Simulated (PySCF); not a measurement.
## input.py for PO⁻

Input:

```python
from pyscf import gto, scf, ci

mol = gto.M(
    atom='P 0 0 0; O 0 0 1.765',
    basis='jorge-dzp',
    charge=-1,
    spin=2,
    verbose=3,
)
mf = scf.UHF(mol)
mf = mf.density_fit(auxbasis='def2-universal-jkfit')
mf.kernel()
ci.CISD(mf).kernel()
mf.dip_moment()
print('orbital energies (hartree):', [e[max(0, n-3):n+3].round(4) for e, n in zip(mf.mo_energy, mol.nelec)])
```

```bash
$ OMP_NUM_THREADS=1 python input.py
```

It prints (some set-up lines and the per-cycle HOMO/LUMO lines with their warnings removed):

```
converged SCF energy = -415.563207713736  <S^2> = 2.0379655  2S+1 = 3.0252045

WARN: DF-UCISD for DFHF method <pyscf.df.df_jk.DFUHF object> is not available. Normal UCISD method is called.

E(UCISD) = -415.9165210217957  E_corr = -0.3533133080601523

WARN: System has nonzero charge -1; the dipole moment is origin-dependent.
Location of origin: [0. 0. 0.]

Dipole moment(X, Y, Z, Debye):  0.00000,  0.00000, -5.53371
orbital energies (hartree): [array([-0.215 , -0.0853, -0.0853,  0.397 ,  0.6762,  0.7615]), array([-0.1677, -0.1212, -0.1212,  0.3161,  0.3161,  0.4352])]
```

In short: E(SCF) = -415.563208 Eh, E(CISD) − E(SCF) = -0.35331 Eh, ⟨S²⟩ = 2.038.

Hardware: Intel Xeon Platinum 8375C @ 2.90GHz, 1 thread, shared host. Wall time 1.8 s, peak memory 0.17 GiB.

The basis has no diffuse functions, which an anion needs. The bond length is a typed value, not an optimised one. The dipole of an ion depends on the origin. No search for the lowest solution was made.
